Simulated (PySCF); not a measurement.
The dipole of `F/C=C\F` from its density and from atomic charges.

Coordinates (PBE0-D3(BJ)/def2-SVP, Å) and charges (e) from the PBE0/pcSseg-1 density (PySCF):

```json
{"atom": "F1", "x": "-1.609", "y": "-0.661", "z": "0.001", "Mulliken": "-0.2588", "IAO": "-0.2514", "Hirshfeld": "-0.0791", "ESP-fitted": "-0.0903"}
{"atom": "C2", "x": "-0.627", "y": "0.228", "z": "0.000", "Mulliken": "+0.1431", "IAO": "+0.0894", "Hirshfeld": "+0.0143", "ESP-fitted": "-0.0557"}
{"atom": "C3", "x": "0.658", "y": "-0.111", "z": "0.000", "Mulliken": "+0.1433", "IAO": "+0.0893", "Hirshfeld": "+0.0143", "ESP-fitted": "-0.0725"}
{"atom": "F4", "x": "1.075", "y": "-1.368", "z": "0.002", "Mulliken": "-0.2589", "IAO": "-0.2515", "Hirshfeld": "-0.0791", "ESP-fitted": "-0.0875"}
{"atom": "H5", "x": "-0.950", "y": "1.272", "z": "-0.001", "Mulliken": "+0.1157", "IAO": "+0.1621", "Hirshfeld": "+0.0647", "ESP-fitted": "+0.1504"}
{"atom": "H6", "x": "1.453", "y": "0.639", "z": "-0.001", "Mulliken": "+0.1156", "IAO": "+0.1621", "Hirshfeld": "+0.0647", "ESP-fitted": "+0.1556"}
```

Task: Form Σ q r in debye for every column and set it beside the full dipole.

Result: The full density gives (0.59, 2.26, 0.00) D, 2.34 D in size; dipole vectors point from the negative to the positive end.

| scheme | μx | μy | μz | size (D) | share of the full size (%) | angle to the full dipole (°) |
| --- | --- | --- | --- | --- | --- | --- |
| Mulliken | 0.96 | 3.67 | 0.00 | 3.79 | 162 | 0 |
| IAO | 1.05 | 3.99 | -0.01 | 4.12 | 177 | 0 |
| Hirshfeld | 0.36 | 1.37 | 0.00 | 1.42 | 61 | 0 |
| ESP-fitted | 0.58 | 2.24 | 0.00 | 2.31 | 99 | 0 |

Task: Which set comes closest?

Result: Length of the difference vector: ESP-fitted 0.03 D, Hirshfeld 0.92 D, Mulliken 1.45 D, IAO 1.79 D. Closest: ESP-fitted. The schemes that divide the density aren't constrained to reproduce the dipole.

Task: What is left for the Hirshfeld atoms' own dipoles?

Result: The Hirshfeld atoms' densities add up to the full density, so μ = Σ q r + Σ (atomic dipoles). The atomic dipoles sum to (0.59, 2.26, 0.00) − (0.36, 1.37, 0.00) = (0.23, 0.89, 0.00) D, 0.92 D in size.

Task: With the origin at the mean of the coordinates, (0.000, 0.000, 0.000) Å, which are the largest single terms, by size, of the Hirshfeld dipole along the direction of the full one?

Result: F4 +0.40, F1 +0.40, H5 +0.31, H6 +0.31, C2 0.00 D; all 6 atoms together +1.42 D. The single terms depend on the origin, their sum doesn't.

Task: Give the size of the full dipole in other units.

Result: 2.34 D = 0.919 au = 0.486 e·Å = 7.79 × 10⁻³⁰ C·m.

Isolated species at its PBE0-D3(BJ)/def2-SVP geometry, gas phase.

The run behind these numbers computed NMR shieldings as well. Cost: about 2.8 s of CPU time on one thread; the machine was shared, so the figure is rough.
